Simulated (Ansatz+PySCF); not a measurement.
Two shapes of singlet H2ClO(-).

Shape 1:

```xyz
4

O     0.0000   -0.3431   -1.9141
H     0.0000   -0.4318   -0.9200
Cl    0.0000    0.1504    1.0690
H     0.0000    0.6200   -1.9401
```

Shape 2:

```xyz
4

O    -0.0489   -0.3515   -1.9079
H    -0.0296   -0.4641   -0.9441
Cl    0.0245    0.1938    1.0729
H     0.0317    0.5844   -1.9551
```

Basis set: def2-SVP (spherical functions). Frozen core: 6 orbitals. Charge -1, multiplicity 1.

Computed with Ansatz (development build ahead of 0.2.0); each method stands on the lowest determinant of its kind that the runs found.

Question: Which shape is lower in energy, and by how much in each method?

Answer:

```
               method  E(2) − E(1) (eV)
                  RHF            -0.039
                  UHF            -0.039
             UHF-CCSD             0.021
          RHF-CCSD(T)             0.027
r²SCAN (unrestricted)             0.040
```

The methods disagree on the order. Caution: no diffuse functions for an anion.
